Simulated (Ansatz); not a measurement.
# AlClO (SMILES [O]=[Al][Cl]): the electronic atomisation energy, rung by rung

AlClO: 3 atoms, total charge 0, spin state singlet. SMILES: `[O]=[Al][Cl]`. The shape comes from GFN2-xTB, which is rough for such elements, and wasn't checked as a minimum.

```xyz
3

O     0.1075    1.6943    0.2460
Al    0.0093    0.1472    0.0214
Cl   -0.1168   -1.8415   -0.2673
```

Each level gives the electronic atomisation energy (eV). The values are calculated. Electronic energies at fixed atoms, without zero-point motion or spin-orbit coupling.

```csv
level,kind,program,value (eV),less FCI/STO-3G
SVWN5/STO-3G,LDA,Ansatz,13.65,+4.32
r2SCAN/STO-3G,meta-GGA,Ansatz,11.75,+2.42
PBE0/STO-3G,global hybrid,Ansatz,11.05,+1.72
CAM-B3LYP/STO-3G,range-separated hybrid,Ansatz,10.88,+1.55
wB97M-V/STO-3G,range-separated hybrid,Ansatz,11.13,+1.80
MP2/STO-3G,perturbation theory,Ansatz,9.14,-0.19
CCSD/STO-3G,coupled cluster or CI,Ansatz,8.85,-0.48
CCSDTQ/STO-3G,coupled cluster or CI,Ansatz,9.35,+0.02
FCI/STO-3G,exact in the basis,Ansatz,9.33,0.00
```

FCI/STO-3G is exact within its basis and frozen core, so for wave-function methods in that basis the difference is their error; functionals converge differently with the basis, so for them it is only a difference. The values span 8.85 to 13.65 eV. All rows use very small basis sets, so even the best lies far from the true value.
